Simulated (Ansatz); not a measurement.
Basis-set extrapolation for CH₃NO, SMILES `CN=O` (PBE0-D4/def2-TZVP geometry, frozen core, Ansatz). Multiplicity 1, RHF reference.

|  | cc-pV(T+d)Z | cc-pV(Q+d)Z |
| --- | --- | --- |
| HF | -168.894406 | -168.907123 |
| MP2 correlation | -0.604630 | -0.647360 |
| CCSD(T) correlation | -0.648145 | -0.687347 |

Energies in hartree. Use E(X) = E(∞) + A·exp(−5.46·√X) for Hartree–Fock and E(X) = E(∞) + B·X^(−3.05) for correlation, with X = 3 and 4.

Question: What is the CCSD(T) energy at the basis-set limit?

Answer: HF limit: -168.907123 + (-0.012717) × 0.30130 = -168.91095. Correlation limit: -0.687347 + (-0.039202) × 0.71189 = -0.71525. Total: -169.62620 hartree, 219.6 kJ/mol below CCSD(T)/cc-pV(T+d)Z.
